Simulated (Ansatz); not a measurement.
`O[BH][AlH2]` + `N[SiH3]` → `[AlH2][NH][SiH3]` + `BO`  (cleavage of the Al–B bond)

Calculated with Ansatz (gas phase, PBE0-D4/def2-TZVP geometries, no zero-point term in ΔE). CBS: MP2 limit from def2 TZ/QZ plus the TZ coupled-cluster correction, frozen cores. This one scheme is used for every species. DFT in def2-TZVPP. Each species was taken in one conformer, which may not be the lowest.

`O[BH][AlH2]`:

Z-matrix (Å, degrees):
```
B
Al 1 2.147
O 1 1.358 2 119.1
H 1 1.212 2 123.6 3 -180.0
H 2 1.595 1 121.6 3 91.6
H 2 1.595 1 121.6 3 -90.9
H 3 0.962 1 113.8 2 -180.0
```

`N[SiH3]`:

Cartesian coordinates in Å:
```
N 0.125 1.059 0.017
Si -0.112 -0.639 -0.115
H 1.061 1.430 0.049
H -0.493 1.605 0.594
H 0.744 -1.135 -1.224
H 0.223 -1.443 1.099
H -1.547 -0.877 -0.420
```

`[AlH2][NH][SiH3]`:

```xyz
9

Al    0.168   -1.728    0.399
N    -0.027    0.027    0.639
Si   -0.116    1.289   -0.536
H     0.281   -2.267   -1.082
H     0.215   -2.640    1.692
H    -0.097    0.341    1.599
H    -1.404    2.035   -0.463
H     0.002    0.657   -1.875
H     0.978    2.287   -0.373
```

`BO`:

```xyz
5

B     0.194   -0.369   -0.057
O    -0.098    0.922   -0.307
H     1.007   -0.886   -0.766
H    -0.348   -0.957    0.841
H    -0.755    1.290    0.290
```

Q: Is it downhill or uphill in electronic energy at CCSD(T)/CBS, and by how much? (Estimate.)

A: Ansatz gave: Downhill: ΔE = -1.58 eV.

Q: What do these levels give: PBE-D4, revPBE-D4, PBE0-D4, ωB97X-V, r2SCAN0, CCSD/CBS(def2)? (Estimate.)

A: Ansatz gave: PBE-D4 -1.42, revPBE-D4 -1.43, PBE0-D4 -1.46, ωB97X-V -1.53, r2SCAN0 -1.57, CCSD/CBS(def2) -1.58 eV.

Largest T1 diagnostic among the species: 0.014.

From BLYP to BHLYP (50 % exact exchange), in def2-TZVPP and without D4, ΔE moves by −0.09 eV. The D4 term adds −0.04 eV with B3LYP and −0.02 eV with PBE0; it sums over pairs of atoms, weighted by their polarisabilities, and B3LYP, whose exchange is more repulsive, gets the larger term. Leaving LDA and LC-ωPBE aside and taking each functional with its dispersion term where it has one, the values, not all of them listed here, spread over 0.21 eV, from BHLYP-D4 to PBE-D4. LDA lies −0.05 eV from PBE without D4.

B3LYP here is the variant with VWN-RPA as its local correlation; programs differ in this.
